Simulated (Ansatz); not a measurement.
**C₂H₇NS: small, medium and large basis sets**

How large a basis does C₂H₇NS need? Two functionals are run in growing sets.

Program: Ansatz 0.2.0, Gaussian basis. Level of theory: one geometry, several basis sets. These are calculated values, not measurements.

The runs, in order: PBE0-D4/def2-SVP; ωB97M-V/def2-SVP; PBE0-D4/def2-QZVPP; ωB97M-V/def2-QZVPP; the functionals' def2-TZVPP values are taken from earlier runs.

## (1) Structure used throughout

All runs share one geometry, relaxed beforehand with PBE0-D4 in a triple-zeta def2 set.

SMILES `CNCS`, 11 atoms, charge 0, spin multiplicity 1.

Atoms are counted from 1 here; the program's logs count them from 0.

Bond lengths: C1–N2 1.446 Å, C1–H5 1.091 Å, C1–H6 1.103 Å, C1–H7 1.093 Å, N2–C3 1.436 Å, N2–H8 1.012 Å, C3–S4 1.819 Å, C3–H9 1.093 Å, C3–H10 1.101 Å, S4–H11 1.341 Å. Angles: N2–C1–H5 109.5°, N2–C1–H6 114.1°, N2–C1–H7 109.5°, H5–C1–H6 108.3°, H5–C1–H7 107.6°, H6–C1–H7 107.7°, C1–N2–C3 113.1°, C1–N2–H8 111.3°, C3–N2–H8 109.7°, N2–C3–S4 108.1°, N2–C3–H9 108.4°, N2–C3–H10 114.7°, S4–C3–H9 109.5°, S4–C3–H10 108.3°, H9–C3–H10 107.8°, C3–S4–H11 96.6°.

## (2) PBE0-D4 in def2-SVP

in.yaml reads:

```yaml
crystal:
  periodic: [false, false, false]
  atoms:
    - {symbol: C, position_ang: [-0.597197, 1.453274, 0.100683]}
    - {symbol: N, position_ang: [-0.449431, 0.091561, 0.564961]}
    - {symbol: C, position_ang: [0.590636, -0.626794, -0.117193]}
    - {symbol: S, position_ang: [0.750667, -2.262816, 0.661067]}
    - {symbol: H, position_ang: [-1.426107, 1.929227, 0.626954]}
    - {symbol: H, position_ang: [-0.779164, 1.541595, -0.983105]}
    - {symbol: H, position_ang: [0.309560, 2.018914, 0.331861]}
    - {symbol: H, position_ang: [-1.320851, -0.418090, 0.490913]}
    - {symbol: H, position_ang: [1.525865, -0.073435, -0.000546]}
    - {symbol: H, position_ang: [0.417519, -0.772754, -1.194528]}
    - {symbol: H, position_ang: [1.044002, -2.937783, -0.460366]}
basis:
  gaussian: {orbitals: def2-SVP}
hamiltonian: {xc: pbe0, dispersion: d4}
output: {orbitals: {seedname: orbitals}}
```

Started as:

```bash
ansatz run in.yaml --threads 2 --pin off --events-out ev --progress --plain --max-ram 4352MiB
```

After this run come: ωB97M-V in def2-SVP; PBE0-D4 in def2-QZVPP; ωB97M-V in def2-QZVPP.

**Question.** What will the summary of the whole plan be? Wanted: PBE0-D4: double and triple zeta above quadruple; ωB97M-V: double and triple zeta above quadruple.

As calculated:

| quantity | value |
| --- | --- |
| PBE0-D4: double and triple zeta above quadruple | 8.51, 0.56 eV |
| ωB97M-V: double and triple zeta above quadruple | 8.69, 0.54 eV |

For PBE0-D4 the step from double to triple zeta gains 7.95 eV and the next only 0.56 eV. These are total energies; as a rule much of such shifts cancels in differences, which this series doesn't test. The LUMO of ωB97M-V is positive and keeps falling with the basis (2.87 to 1.60 eV): an unbound level that the basis holds in place.
